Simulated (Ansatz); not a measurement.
Ansatz results at the PBE0-D4/def2-TZVP geometry: HOMO–LUMO gap (PBE/def2-TZVPP) 5.44 eV; LUMO energy (PBE/def2-TZVPP) 0.58 eV; HOMO–LUMO gap (ωB97M-V/def2-TZVPP) 11.40 eV.

Task: Which molecule gave them?
A. `FC/N=C/Cl`
B. `C=CN(C)C`
C. `CN1CCC1`
D. `C=C(C)CN`

Result: C. The others give `FC/N=C/Cl`: 5.24, -1.86, 12.12; `C=CN(C)C`: 4.57, 0.02, 10.48; `C=C(C)CN`: 4.84, -0.62, 11.61.
